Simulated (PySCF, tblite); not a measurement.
**H₂BrF, a complex of two parts: NMR shifts, interaction energy, infrared bands, spin-spin couplings, core binding energies and electronic excitations**

One table from this session's results is given with a row withheld; the runs are named, their logs left out.

Programs: tblite 0.8.0 and PySCF 2.14.0. All values are calculated, for the isolated system unless a continuum is named. Atoms count from 0, parts from 1.

### The system as given

4 atoms, charge 0, multiplicity 1; geometry: rigid parts in contact. Parts: 1 = atoms 0–1, `Br`, charge 0; 2 = atoms 2–3, `F`, charge 0.

Set-up of the first run:

The job: settings as JSON, then the geometry in Å.

```
{"job": {"kind": "dock", "xc": "GFN2-xTB", "basis": "xTB"}, "charge": 0, "multiplicity": 1, "parts": [{"atoms": "0-1", "charge": 0, "multiplicity": 1}, {"atoms": "2-3", "charge": 0, "multiplicity": 1}]}
Br     0.700955    -0.006779     0.001818
H     -0.700955     0.006779    -0.001818
F     -2.411379     0.637581     0.488552
H     -2.907149     0.332639     1.217019
```

With the program's defaults for keys left out, this is: GFN2-xTB search for minima from random contacts, gas phase.

Command:

```console
> OMP_NUM_THREADS=1 python cluster_run.py task.json out
```

This one command runs all jobs of the session in turn.

Steps of the session up to this table: Search for minima with GFN2-xTB; Optimising the geometry at PBE0-D3(BJ)/def2-TZVPD; Nuclear shieldings: PBE0/pcSseg-3; Coupled-cluster interaction energy: CCSD(T) and MP2.

One of the session's tables, all rows but one given; the rest of the session is left out.

It belongs to the step «Coupled-cluster interaction energy: CCSD(T) and MP2». 

```
                 method  interaction energy (kcal/mol)
         HF/aug-cc-pVDZ                          -1.21
        MP2/aug-cc-pVDZ                          -2.05
       CCSD/aug-cc-pVDZ                          -1.72
    CCSD(T)/aug-cc-pVDZ                          -1.85
         HF/aug-cc-pVQZ                          -1.07
        MP2/aug-cc-pVQZ                          -2.38
    SCS-MP2/aug-cc-pVQZ                          -1.94
      MP2, extrapolated                          -2.48
CCSD(T), limit estimate                              ?
```

Q: Estimate the row for CCSD(T), limit estimate from the others.

**Answer.** interaction energy (kcal/mol): -2.28. In the column «interaction energy (kcal/mol)» it lies between MP2/aug-cc-pVQZ (-2.38) and MP2/aug-cc-pVDZ (-2.05).
